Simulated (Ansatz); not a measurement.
**BFH₃N: how energies converge with the basis set**

The task here is to estimate one member of a computed series from the others.

The runs use Ansatz 0.2.0, Gaussian basis; one geometry, several basis sets.

Plan: PBE0-D4/def2-SVP; ωB97M-V/def2-SVP; PBE0-D4/def2-QZVPP; ωB97M-V/def2-QZVPP; the functionals' def2-TZVPP values are taken from earlier runs.

## The relaxed structure

An earlier PBE0-D4 in a triple-zeta def2 set relaxation fixed the geometry.

6 atoms, charge 0, spin multiplicity 1.

Atoms are counted from 1 here; the program's logs count them from 0.

Bond lengths: N1–B2 1.389 Å, N1–H4 1.004 Å, N1–H5 1.006 Å, B2–F3 1.338 Å, B2–H6 1.196 Å. Angles: B2–N1–H4 122.4°, B2–N1–H5 122.9°, H4–N1–H5 114.6°, N1–B2–F3 119.2°, N1–B2–H6 121.8°, F3–B2–H6 119.0°.

Coordinates:

```mol
BFH3N
  3D, bonds by distance, orders not assigned

  6  5  0  0  0  0  0  0  0  0999 V2000
   -0.4264    0.1011   -0.5821 N   0  0
    0.4157   -0.1517    0.4938 B   0  0
    0.4467    0.7104    1.5159 F   0  0
   -0.4878   -0.5133   -1.3734 H   0  0
   -1.0220    0.9107   -0.6322 H   0  0
    1.1157   -1.1212    0.5318 H   0  0
  1  2  8  0
  2  3  8  0
  1  4  8  0
  1  5  8  0
  2  6  8  0
M  END
```

The first run:

File in.yaml:

```yaml
crystal:
  periodic: [false, false, false]
  atoms:
    - {symbol: N, position_ang: [-0.426397, 0.101058, -0.582094]}
    - {symbol: B, position_ang: [0.415738, -0.151693, 0.493775]}
    - {symbol: F, position_ang: [0.446710, 0.710446, 1.515916]}
    - {symbol: H, position_ang: [-0.487796, -0.513325, -1.373424]}
    - {symbol: H, position_ang: [-1.022001, 0.910675, -0.632165]}
    - {symbol: H, position_ang: [1.115748, -1.121159, 0.531792]}
basis:
  gaussian: {orbitals: def2-SVP}
hamiltonian: {xc: pbe0, dispersion: d4}
output: {orbitals: {seedname: orbitals}}
```

Among the steps run: PBE0-D4 in def2-SVP; ωB97M-V in def2-SVP; PBE0-D4 in def2-QZVPP; ωB97M-V in def2-QZVPP.

One of the session's tables, all rows but one given; the rest of the session is left out.

It belongs to the step «Density functionals: the series». 

```
functional       basis  HOMO (eV)  LUMO (eV)
   PBE0-D4    def2-SVP      -8.38       1.35
   PBE0-D4  def2-TZVPP      -8.58       0.92
   PBE0-D4  def2-QZVPP      -8.61       0.75
   ωB97M-V    def2-SVP     -10.78       3.46
   ωB97M-V  def2-TZVPP          ?          ?
   ωB97M-V  def2-QZVPP     -11.02       1.89
```

**Question.** Estimate the row for ωB97M-V, def2-TZVPP.

**Answer.** HOMO (eV): -10.99; LUMO (eV): 2.27. In the column «HOMO (eV)» it lies between ωB97M-V, def2-QZVPP (-11.02) and ωB97M-V, def2-SVP (-10.78).
